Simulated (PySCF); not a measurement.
Where does butyraldehyde take a proton?

System: `CCCC=O` (C4H8O). Optimised structure (Å), atoms numbered from 1:
```
C    -1.3153    0.4670    0.9220
C    -0.6449   -0.6172    0.0910
C     0.8777   -0.6123    0.2097
C     1.5061    0.6181   -0.3848
O     2.3587    1.2835    0.1371
H    -2.4100    0.4322    0.8176
H    -1.0766    0.3530    1.9911
H    -0.9856    1.4743    0.6207
H    -0.9242   -0.5018   -0.9712
H    -1.0220   -1.6076    0.3910
H     1.2155   -0.7007    1.2540
H     1.2938   -1.4723   -0.3470
H     1.1161    0.8852   -1.4060
```

Computed at ωB97X-D3(BJ)/def2-TZVP // PBE0-D3(BJ)/def2-SVP with PySCF (density fitting, grid level 2). Thermal corrections: PBE0-D3(BJ)/def2-SVP frequencies, unscaled, ideal gas at 298.15 K and 1 bar, quasi-RRHO entropy.

| site | product | PA / kJ/mol | GB / kJ/mol |
| --- | --- | --- | --- |
| O5 (carbonyl oxygen) | `CCCC=[OH+]` | 802 | 771 |

PA is −ΔH and GB is −ΔG of B + H⁺ → BH⁺ in the gas phase. Sites whose products fell apart, merged with another or lost in a GFN2-xTB screen aren't listed.

In acetone the product from O5 is solvated 239 kJ/mol more strongly than the parent (electrostatics only).

Measured values (NIST Chemistry WebBook, evaluated or the median of agreeing entries): proton affinity (−ΔH) 793 kJ/mol (computed 802, difference 9); gas-phase basicity (−ΔG) 761 kJ/mol (computed 771, difference 10).

Run with `OMP_NUM_THREADS=1 python redox_run.py task.json out` on 1 thread of Intel Xeon Platinum 8259CL @ 2.50GHz, a shared host. Structures, frequencies and single points: 10 min of wall time.
